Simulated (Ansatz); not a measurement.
**SiH4S (Si(SH)H3): CCSD(T)/STO-3G**

What is the vertical electron affinity of SiH4S (Si(SH)H3) at CCSD(T)/STO-3G? 

The results are computed with Ansatz 0.2.0.

54 further runs of the same task are left out: 54 set aside as unsound or not needed.

## 1. The molecule

SiH4S has 6 atoms, charge 0, and is taken as a singlet. As SMILES, `[H][Si]([H])([H])S`. Geometry: relaxed at GFN2-xTB.

Bond lengths: Si1–S2 2.147 Å, S2–H3 1.325 Å, Si1–H4 1.452 Å, Si1–H5 1.457 Å, Si1–H6 1.458 Å. Angles: Si1–S2–H3 97.0°, S2–Si1–H4 103.2°, S2–Si1–H5 107.7°, S2–Si1–H6 107.7°, H4–Si1–H5 113.2°, H4–Si1–H6 113.1°, H5–Si1–H6 111.3°.

## 2. The energy at CCSD(T)/STO-3G

run.yaml

```yaml
crystal:
  periodic: [false, false, false]
  atoms:
    - {symbol: Si, position_ang: [0.201210, -0.014540, -0.544580]}
    - {symbol: S, position_ang: [0.253720, 0.019820, 1.601470]}
    - {symbol: H, position_ang: [-1.056810, 0.059910, 1.795240]}
    - {symbol: H, position_ang: [1.606010, -0.020690, -0.909950]}
    - {symbol: H, position_ang: [-0.503230, 1.180600, -0.990160]}
    - {symbol: H, position_ang: [-0.500900, -1.225100, -0.952020]}
basis:
  gaussian: {orbitals: STO-3G}
correlation: {method: ccsd_t, frozen_orbitals: {H: 0, S: 5, Si: 5}}
accuracy: high
scf: {omitted_lower_state_checks: [cluster_reference, increment]}
```

On the command line:

```sh
$ ansatz run run.yaml --threads 1 --pin off --max-ram 2610MiB --events-out events.jsonl --progress --plain --runs-dir runs
```

The program printed, shortened:

```text
Warning: RAYON_NUM_THREADS=1 ignored (pool sized by the plan → 1); use --threads N
Functional definition: HF
  name "HF"
[...]
388 factors; integrals over basis functions are off by at most 9.1e-9 eV
[...]
mean field -18534.01516270 eV, -681.1124944225 hartree, gradient 2.8e-8 eV, S^2 0.000000; 0 other end points of the search recorded, 0 dependent functions left out
10 core orbitals not correlated: weight in the atoms' cores, before any rotation towards them, 1.000 or more for the frozen orbitals, at most 0.000 for the correlated occupied ones
reference -18534.01516270 eV, -681.1124944225 hartree; 7, 7 occupied and 5, 5 virtual orbitals, 388 factors
second order -1.70128863 eV of doubles, -0.00000000 eV of singles
cycle   1  -2.19731184 eV  change   -5.0e-1 eV  update   5.9e-2
[...]
cycle  18  -2.46504265 eV  change  -7.7e-10 eV  update  2.4e-10
perturbative correction -0.01697244 eV, -0.0006237256 hartree
Total energy: -18536.49717779 eV, -681.2037067946 hartree
Checks for a lower state left out: cluster_reference, increment
```

It took 0.18 s on 1 thread of Arm Neoverse V1, shared host.

## 3. The doublet anion, same level

Changes to run.yaml since step 2:

```diff
@@ -11,2 +11,4 @@
   gaussian: {orbitals: STO-3G}
+total_charge: -1
+magnetization: {spin_polarized: true, initial_magnetization: 1}
 correlation: {method: ccsd_t, frozen_orbitals: {H: 0, S: 5, Si: 5}}
```

On the command line:

```sh
$ ansatz run run.yaml --threads 1 --pin off --max-ram 2610MiB --events-out events.jsonl --progress --plain --runs-dir runs
```

The program printed, shortened:

```text
Warning: RAYON_NUM_THREADS=1 ignored (pool sized by the plan → 1); use --threads N
[... 2 set-up lines as earlier in the session ...]
[...]
388 factors; integrals over basis functions are off by at most 9.1e-9 eV
[...]
mean field -18523.38936852 eV, -680.7220036888 hartree, gradient 1.2e-8 eV, S^2 0.758204; 1 other end points of the search recorded, 0 dependent functions left out
10 core orbitals not correlated: weight in the atoms' cores, before any rotation towards them, 1.000 or more for the frozen orbitals, at most 0.000 for the correlated occupied ones
reference -18523.38936852 eV, -680.7220036888 hartree; 8, 7 occupied and 4, 5 virtual orbitals, 388 factors
second order -1.36906286 eV of doubles, -0.00000000 eV of singles
cycle   1  -1.79887705 eV  change   -4.3e-1 eV  update   5.4e-2
[...]
cycle  27  -2.04382178 eV  change    1.3e-9 eV  update  5.1e-10
perturbative correction -0.01155009 eV, -0.0004244580 hartree
Total energy: -18525.44474039 eV, -680.7975372118 hartree
Checks for a lower state left out: cluster_reference, increment
```

Wall time 0.3 s (1 thread of Arm Neoverse V1, shared host).

## 4. Outcome

At CCSD(T)/STO-3G, 10 core orbitals frozen:

| quantity | value |
| --- | --- |
| singlet SiH4S: total energy | -681.20371 Eh |
| singlet SiH4S: correlation energy (10 core orbitals frozen) | -91.2 mEh |
| singlet SiH4S: (T) correction | -0.62 mEh |
| singlet SiH4S: T1 diagnostic | 0.005 |
| doublet anion: total energy | -680.79754 Eh |
| doublet anion: correlation energy (10 core orbitals frozen) | -75.5 mEh |
| doublet anion: (T) correction | -0.42 mEh |
| doublet anion: ⟨S²⟩ of the reference determinant | 0.758 |
| doublet anion: T1 diagnostic | 0.005 |
| vertical electron affinity (to the doublet anion) | -11.052 eV |

In words: The anion lies 11.05 eV (255 kcal/mol) above the neutral: the electron isn't bound at this level, and such a value depends on the basis. Without diffuse functions anions come out too high. In a minimal basis such a difference can be off by several eV, whatever the method. The triples (singlet SiH4S) make up 0.7 % of the correlation energy. The triples (doublet anion) make up 0.6 % of the correlation energy.
